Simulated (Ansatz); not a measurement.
## Heating and cooling a random packing of BeNb₂CuAg₁₂

A packing of 16 atoms, thrown in at random and pushed apart as soft spheres with like charges further apart (12 Ag, 1 Be, 1 Cu, 2 Nb) went through Langevin stages in a fixed cell of 16.51 Å³/atom, at one k point, without spin and with a Fermi–Dirac width of kT (0.05 eV at least). Method: DFT PBE, scalar-relativistic, plane waves, PAW in Ansatz.

```json
{"thermostat (K)": "2110", "duration (fs)": "36", "friction (1/fs)": "0.030", "cutoff (eV)": "320", "mean T (K)": "1755", "mean P (GPa)": "10.5", "mean square displacement (Å²)": "0.04"}
{"thermostat (K)": "2110", "duration (fs)": "213", "friction (1/fs)": "0.030", "cutoff (eV)": "420", "mean T (K)": "2005", "mean P (GPa)": "15.3", "mean square displacement (Å²)": "0.21"}
{"thermostat (K)": "1520", "duration (fs)": "150", "friction (1/fs)": "0.030", "cutoff (eV)": "420", "mean T (K)": "1700", "mean P (GPa)": "12.3", "mean square displacement (Å²)": "0.13"}
{"thermostat (K)": "840", "duration (fs)": "142", "friction (1/fs)": "0.030", "cutoff (eV)": "420", "mean T (K)": "907", "mean P (GPa)": "9.6", "mean square displacement (Å²)": "0.10"}
{"thermostat (K)": "300", "duration (fs)": "183", "friction (1/fs)": "0.030", "cutoff (eV)": "420", "mean T (K)": "295", "mean P (GPa)": "7.4", "mean square displacement (Å²)": "0.04"}
```

Means run over the second half of a stage; pressure includes the kinetic part; displacements count from the stage's start, the atoms' common shift taken off. In so short a run the atoms moved about a bond length or less in the hot stages, so this is an annealed packing, not a quenched equilibrium liquid.

Cell and atoms were then relaxed on coarser meshes and computed once more: Settings: cutoff 420 eV, Γ-centred mesh 4×6×6 on the computed 16-atom cell, Gaussian smearing of 0.10 eV; no spin polarisation.

**Question.** What structure is left?

**Answer.** One draw of many: 17.18 Å³/atom with no gap on the mesh, 0.19 eV/atom above the elements' standard states (static lattices, no corrections for gases) (a random packing after short dynamics, relaxed).

Counting as bonded all pairs within 1.3 times the summed covalent radii:

```csv
atom → neighbour,mean count,mean length (Å),spread (Å)
Ag → Ag,9.50,2.96,0.17
Ag → Be,0.50,2.71,0.09
Ag → Cu,0.75,2.82,0.07
Ag → Nb,1.75,3.07,0.28
Be → Ag,6.00,2.71,0.09
Be → Cu,1.00,2.90,0.00
Be → Nb,3.00,2.83,0.18
Cu → Ag,9.00,2.82,0.07
Cu → Be,1.00,2.90,0.00
Cu → Nb,2.00,3.33,0.44
Nb → Ag,10.50,3.07,0.28
Nb → Be,1.50,2.83,0.18
Nb → Cu,1.00,3.33,0.44
Nb → Nb,1.00,2.34,0.00
```

Angles between all pairs of such bonds at an atom (mean ± spread): 97 ± 36° at Ag, 98 ± 34° at Be, 97 ± 35° at Cu, 96 ± 35° at Nb.

```
CELL_PARAMETERS angstrom
8.03805 -0.02156 0.11012
-0.12498 5.82584 -0.13614
0.08725 -0.13636 5.87565
ATOMIC_POSITIONS crystal
Ag 0.49740 0.41702 0.82982
Ag 0.26439 0.16317 0.57467
Ag 0.50224 0.89904 0.31520
Ag 0.03503 0.42106 0.32972
Ag 0.76928 0.16493 0.06773
Ag 0.00170 0.91386 0.78490
Ag 0.76257 0.16576 0.55555
Ag 0.03290 0.43553 0.83477
Ag 0.76160 0.66221 0.06401
Ag 0.76012 0.65670 0.55238
Ag 0.49967 0.40854 0.31576
Ag 0.51398 0.90431 0.81740
Nb 0.05078 0.90109 0.28068
Nb 0.24487 0.11398 0.06693
Be 0.28203 0.63953 0.08452
Cu 0.26672 0.67390 0.57803
```

The final mesh leaves forces up to 0.13 eV/Å and stresses up to 0.3 GPa: the relaxation ran on a coarser mesh, so the cell's shape, its bonds and its energy belong partly to that mesh.

Cost: 6 runs of about 53 core-minutes in all (earlier runs that led there not counted), on Arm Neoverse V2 (shared hosts).